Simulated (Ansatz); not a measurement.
# CSO (singlet): the correlation ladder at distance O2–S3 = 2.726 Å, cc-pVDZ

The task here is to estimate one member of a computed series from the others.

The runs use Ansatz 0.2.0, Gaussian basis; cc-pVDZ, core rule «outside noble gas», up to 7 orbitals frozen.

To be run: UHF; CCSD(T) on RHF; CCSD(T) on UHF; BCCD(T) on RHF; CISD; CCSDT(Q) on RHF; CCSDT(Q) on UHF; CASSCF and MRCISD+Q, 2 electrons in 2 orbitals; CASSCF and NEVPT2, 2 electrons in 2 orbitals; CASSCF and MRCISD+Q, 12 electrons in 10 orbitals; CASSCF and NEVPT2, 12 electrons in 10 orbitals.

25 further runs of the same task are left out: 10 for a known fault of the program, 1 for a mislabelled method, 13 that didn't finish, 1 set aside as unsound or not needed.

**The system**

The geometry derives from a PBE0/def2-TZVP stationary point (not a proven minimum). One bond is set to the value named and the two fragments are kept rigid.

3 atoms, charge 0, spin multiplicity 1.

Atoms are counted from 1 here; the program's logs count them from 0.

Bond lengths: C1–O2 1.148 Å.

The first run:

in.yaml reads:

```yaml
crystal:
  periodic: [false, false, false]
  atoms:
    - {symbol: C, position_ang: [0.000000, 0.000000, -1.673800]}
    - {symbol: O, position_ang: [0.000000, 0.000000, -0.526100]}
    - {symbol: S, position_ang: [0.000000, 0.000000, 2.199900]}
basis:
  gaussian: {orbitals: cc-pVDZ}
magnetization: {spin_polarized: true, initial_magnetization: 0}
hamiltonian: {xc: hf}
output: {orbitals: {seedname: orbitals}}
```

Command:

```sh
$ ansatz run in.yaml --threads 1 --pin off --events-out ev --progress --plain --max-ram 2393MiB
```

Steps of the session up to this table: UHF; CCSD(T) on RHF; CCSD(T) on UHF; BCCD(T) on RHF; CISD; CCSDT(Q) on RHF; CCSDT(Q) on UHF; CASSCF and MRCISD+Q, 2 electrons in 2 orbitals; CASSCF and NEVPT2, 2 electrons in 2 orbitals; CASSCF and MRCISD+Q, 12 electrons in 10 orbitals; CASSCF and NEVPT2, 12 electrons in 10 orbitals.

One table of the session follows, with a row left open; its other results are not shown here.

```
          method  from RCCSDT(Q) (meV)
             RHF              +12112.0
             UHF              +10633.4
            RMP2                     ?
            UMP2                +540.4
            CISD               +1970.7
           RCCSD                +545.2
           UCCSD                -322.3
        RCCSD(T)                +122.9
        UCCSD(T)                -770.0
         BCCD(T)                +122.2
          RCCSDT                 +68.8
          UCCSDT               -1112.8
       RCCSDT(Q)                     0
       UCCSDT(Q)               -1204.3
  CASSCF valence               +8022.4
  NEVPT2 valence               +1493.1
  MRCISD valence                +744.4
MRCISD+Q valence                 +62.0
```

Estimate the missing values for RMP2.

**Answer.** from RCCSDT(Q) (meV): +1553.8. In the column «from RCCSDT(Q) (meV)» it lies between NEVPT2 valence (+1493.1) and CISD (+1970.7).

Left out of the table: CASSCF pair, NEVPT2 pair, MRCISD pair, MRCISD+Q pair (the active space lost an orbital or holds another state than full CI finds).

Limits of these values: The determinant is far from a pure spin state, so its energy mixes those of several spin states (harmless only where they are near-degenerate, as at dissociation). The program flags UCCSD(T), UCCSDT(Q) as in doubt, so those rows may rest on another solution; read them beside their warnings. Warnings: restricted reference is unstable; spin contamination. Restricted and unrestricted rows rest on different reference determinants; where their highest levels disagree by more than a few hundredths of an eV, they describe different states and don't form one ladder. Warnings in the runs' records: passed over end.
